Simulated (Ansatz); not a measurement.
## Redistribution: C3H6O + C5H11N → C3H7NO + C5H10

Gas-phase species: C3H6O (propylene oxide) `CC1CO1`, singlet; C5H11N (cyclopentylamine) `NC1CCCC1`, singlet; C3H7NO `NCC1CO1`, singlet; C5H10 (cyclopentane) `C1CCCC1`, singlet. The partners trade H for NH2; both sit on C, so the bond types are kept.

Shapes, held fixed at every level: PBE0-D4/def2-TZVP. Flexible molecules stand in one conformer, not always the lowest. Programs: Ansatz 0.2.0. Electronic energies: no zero-point or thermal term.

```json
{"level": "HF/def2-TZVPP", "kind": "Hartree–Fock", "ΔE (kJ/mol)": "+10.1", "less CCSD(T)/CBS estimate": "-3.7"}
{"level": "r2SCAN-D4/def2-TZVPP", "kind": "meta-GGA", "ΔE (kJ/mol)": "+13.8", "less CCSD(T)/CBS estimate": "0.0"}
{"level": "PBE0-D4/def2-TZVPP", "kind": "global hybrid", "ΔE (kJ/mol)": "+12.6", "less CCSD(T)/CBS estimate": "-1.2"}
{"level": "B2PLYP/def2-TZVPP", "kind": "double hybrid", "ΔE (kJ/mol)": "+11.7", "less CCSD(T)/CBS estimate": "-2.1"}
{"level": "MP2/def2-TZVPP", "kind": "perturbation theory", "ΔE (kJ/mol)": "+13.9", "less CCSD(T)/CBS estimate": "+0.1"}
{"level": "CCSD(T)/def2-TZVPP", "kind": "coupled cluster or CI", "ΔE (kJ/mol)": "+13.0", "less CCSD(T)/CBS estimate": "-0.8"}
{"level": "CCSD(T)/CBS estimate", "kind": "coupled cluster or CI", "ΔE (kJ/mol)": "+13.8", "less CCSD(T)/CBS estimate": "0.0"}
```

The highest level, CCSD(T)/CBS estimate, gives ΔE = +13.8 kJ/mol; the levels span +10.1 to +13.9. The column of differences is taken from that level and isn't an error. No measured value is set beside it here. The CBS estimate extrapolates MP2 from def2-TZVPP and def2-QZVPP and adds CCSD(T) − MP2 in the triple-zeta set, cores frozen.
